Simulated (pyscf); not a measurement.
H₂O (SMILES O) + H₂N–B(F)–F (SMILES NB(F)F) → HO–B(F)–F (SMILES OB(F)F) + NH₃ (SMILES N), a four-centre exchange (singlet surface; H–O, B–N broken, B–O, H–N formed). PySCF, gas phase, ωB97X-D3(BJ)/def2-SVP geometries. MP2 and CC: frozen core, UHF for open shells. ΔMP2 is the change of the MP2 total energy from the triple- to the quadruple-zeta basis. Energies in eV from the separated reactants.

AM1 to PM7: differences of heats of formation from MOPAC. 

Problem. Quick AM1 single points give ΔE‡ = 1.04 eV and ΔE = -0.27 eV. What does CCSD(T)/def2-TZVPP + ΔMP2(QZVPP) give, and how far is the quick result from it?

Solution. CCSD(T)/def2-TZVPP + ΔMP2(QZVPP) gives ΔE‡ = 0.58 eV and ΔE = -0.17 eV. AM1 lies 0.46 eV over it in the barrier and 0.10 eV under it in the reaction energy, so on this step it does not hold to within 0.13 eV. CCSD(T)/def2-TZVPP + ΔMP2(QZVPP) has limits of its own. On the product side the descent ends in an adduct with a B–N contact, 0.65 eV under the separated species and 1.31 eV under the saddle at ωB97X-D3(BJ)/def2-TZVP. What is counted as broken (B–N) persists as a longer contact in the product adduct; parting that adduct is a step of its own. The reactants may also form a dative adduct at H₂N–B(F)–F; it and routes through it were not searched. At ωB97X-D3(BJ) the barrier from the zero used here is 0.48 eV. This is the saddle that the search found; another between the same sides may lie lower. The CCSD(T) − MP2 part came from Ansatz, without density fitting, on the same reference.
